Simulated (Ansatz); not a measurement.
Process, species as SMILES: [C]#N (C-N) → CN- (singlet, bonded as N#[C]) (an electron is taken up)
B3LYP-D3(BJ)/def2-TZVP geometries, fixed; electronic energies without zero-point terms; positive where energy is released.

The adiabatic electron affinity at CCSD(T) with Ansatz (a first-principles code), in eV, split into its Hartree-Fock and correlation parts. Cores are frozen. The T1 diagnostic of CCSD is high for at least one species. An unrestricted Hartree-Fock determinant is markedly spin-contaminated. Open shells are unrestricted. No added dispersion term, no relativity. Functions are those of the species that has most. These sets lack the diffuse functions that anions need.

```json
[
 {"basis": "cc-pVDZ", "X": "2", "functions": "28", "Hartree-Fock": "2.328", "CCSD(T)": "2.808"},
 {"basis": "cc-pVTZ", "X": "3", "functions": "60", "Hartree-Fock": "2.672", "CCSD(T)": "3.492"},
 {"basis": "cc-pVQZ", "X": "4", "functions": "110", "Hartree-Fock": "2.788", "CCSD(T)": "3.733"}
]
```

Worked estimate of the basis-set limit from each neighbouring pair, with Hartree-Fock from the larger set and the correlation part extrapolated as X^-3.
Correlation parts: X = 2: 0.480, X = 3: 0.820, X = 4: 0.945.
- (2,3): (27·(0.820) - 8·(0.480))/19 = 0.963; with Hartree-Fock 2.672 the estimate is 3.635 eV.
- (3,4): (64·(0.945) - 27·(0.820))/37 = 1.036; with Hartree-Fock 2.788 the estimate is 3.824 eV.
The last two estimates differ by 0.189 eV; the largest set lies 0.091 from the last. Over the last step Hartree-Fock moves by 0.116 and the correlation part by 0.125.
